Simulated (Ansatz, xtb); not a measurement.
Two structures of C2H3O+

Structure I: a singlet given by its coordinates. Structure II: a singlet given by its coordinates. Both are isolated ions in the gas phase, relaxed with r2SCAN-D4/def2-TZVP.

I (Å):

```yaml
atoms:
  - { symbol: C, position_ang: [-0.4483, 1.3844, 0.5126] }
  - { symbol: C, position_ang: [-0.6124, 0.7394, -0.5700] }
  - { symbol: O, position_ang: [-0.9044, 0.1401, -1.5951] }
  - { symbol: H, position_ang: [-0.1523, -0.2392, -2.1119] }
  - { symbol: H, position_ang: [-0.2924, 2.4641, 0.4880] }
  - { symbol: H, position_ang: [-0.4319, 0.8560, 1.4671] }
```

Close contacts (Å): C1–C2 1.27, C2–O3 1.22, C1–H5 1.09, C1–H6 1.09, O3–H4 0.99.

II (Å):

```xyz
6

C    -1.0403    0.2730   -0.7389
C     0.0674   -0.5788   -0.4635
O    -0.6613    0.5713    0.3979
H    -0.1098   -1.5611   -0.0354
H     1.0641   -0.2707   -0.7652
H    -1.8490    0.6546   -1.3650
```

Close contacts (Å): C1–C2 1.42, C1–O3 1.23, C2–O3 1.61, C1–H6 1.09, C2–H4 1.09, C2–H5 1.09.

Estimate E(II) − E(I) at the level CCSD(T)/def2-TZVPP.

Calculated at CCSD(T)/def2-TZVPP: E(II) − E(I) = +51.5 kJ/mol, so structure I lies lower.

Level by level:

| level | geometry | E(II) − E(I) (kJ/mol) | departure from the last row (kJ/mol) | job, with rough time for the two |
| --- | --- | --- | --- | --- |
| GFN2-xTB | GFN2-xTB | +143.0 | +91.5 | optimisation, 0.29 s |
| HF/STO-3G | GFN2-xTB | +42.5 | −9.0 | single point, 0.4 s |
| r2SCAN-D4/def2-SVP | GFN2-xTB | +70.8 | +19.3 | single point, 2.4 s |
| r2SCAN-D4/def2-TZVP | r2SCAN-D4/def2-TZVP | +64.5 | +13.1 | optimisation, 41 s |
| HF/def2-TZVPP | r2SCAN-D4/def2-TZVP | +75.7 | +24.3 | part of the CCSD(T) run |
| MP2/def2-TZVPP | r2SCAN-D4/def2-TZVP | +42.6 | −8.9 | part of the CCSD(T) run |
| CCSD(T)/def2-TZVPP | r2SCAN-D4/def2-TZVP | +51.5 |  | single point, 23 s |

The levels shown agree on the order. The largest departure from CCSD(T)/def2-TZVPP is that of GFN2-xTB, 91.5 kJ/mol.

With harmonic frequencies from r2SCAN-D4/def2-TZVP (ideal gas, rigid rotor, one conformer each, 298.15 K, 1 atm): the zero-point term adds +4.5 kJ/mol; ΔH is +54.6 and ΔG +56.0 kJ/mol.

The T1 diagnostic of structure II is large, so the coupled-cluster value is less sure. The correlated steps freeze 3 core orbitals. Codes used: Ansatz 0.2.0, xtb 6.7.1; the last row on 2 threads of Intel(R) Xeon(R) Processor @ 2.50GHz (Skylake/Cascade Lake) on a shared host.
